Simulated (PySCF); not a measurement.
Working out the ionisation energy of N

N [He] 2s2 2p3 (4S) → N⁺ [He] 2s2 2p2 (3P). Computed with PySCF 2.14 in cc-pVDZ-DK, with scalar relativity by spin-free X2C-1e. Frozen: 1s2. Energies in hartree (1 hartree = 27.21139 eV):

| part | N (lower) | N⁺ (upper) |
| --- | --- | --- |
| UHF | -54.420267 | -53.909902 |
| CCSD correlation | -0.086797 | -0.075747 |
| (T) | -0.000628 | -0.000752 |

Q: What does Hartree-Fock give?

A: (-53.909902) − (-54.420267) = 0.510365 hartree = 13.888 eV.

Q: What do CCSD and CCSD(T) give?

A: The CCSD correlation energies differ by 0.011050 hartree = 0.301 eV and the triples by -0.000124 hartree = -0.003 eV, so CCSD gives 14.189 eV and CCSD(T) 14.186 eV.

Measured between the centres of the two terms (NIST): 14.545 eV, so CCSD(T) (valence) is off by -0.359 eV.

A double-zeta basis recovers only part of the correlation energy.

What remains against the reference includes basis incompleteness, the frozen core and higher excitations.
